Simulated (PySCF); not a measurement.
Potential energy of SH along the bond

Set-up: H def2-SVPD, S def2-SVPD; no relativity (PySCF 2.14). Energies in eV from H + S in their ground configurations at the same level. All curves are PBE0. state 1: ²Π (doublet), unpaired electrons π ↑; state 2: quartet, unpaired electrons σ ↑, π ↑↑, a second solution, started from another occupation.

```
R (Å)  state 1  state 2
1.165   -3.067   3.4340
1.220   -3.427   2.8356
1.274   -3.634   2.3492
1.314   -3.711   2.0430
1.355   -3.734   1.7770
1.396   -3.713   1.5456
1.450   -3.631   1.2824
1.518   -3.464   1.0130
1.599   -3.199   0.7590
1.707   -2.781   0.5106
```

Problem. Put a parabola through the three lowest points of the state 1 curve and estimate Re, k and ωe (reduced mass 0.977 u; 1 eV/Å² = 0.16022 mdyn/Å; ωe = 1302.8·√(k/μ) cm⁻¹).

Solution. Through R = 1.314, 1.355, 1.396 Å the second-order coefficient is 13.1 eV/Å², so Re ≈ 1.356 Å, k ≈ 4.19 mdyn/Å and ωe ≈ 2699 cm⁻¹. A polynomial fit of higher order to the unrounded PBE0 energies gives Re = 1.355 Å, k = 4.24 mdyn/Å, ωe = 2713 cm⁻¹; anharmonicity and rounding make the difference.

The higher-order fit for each curve: state 1: Re = 1.355 Å, ωe = 2713 cm⁻¹, De = 3.73 eV. State 2 gave no clean fit.

The state was picked by a PBE0 search and need not be the measured ground state.
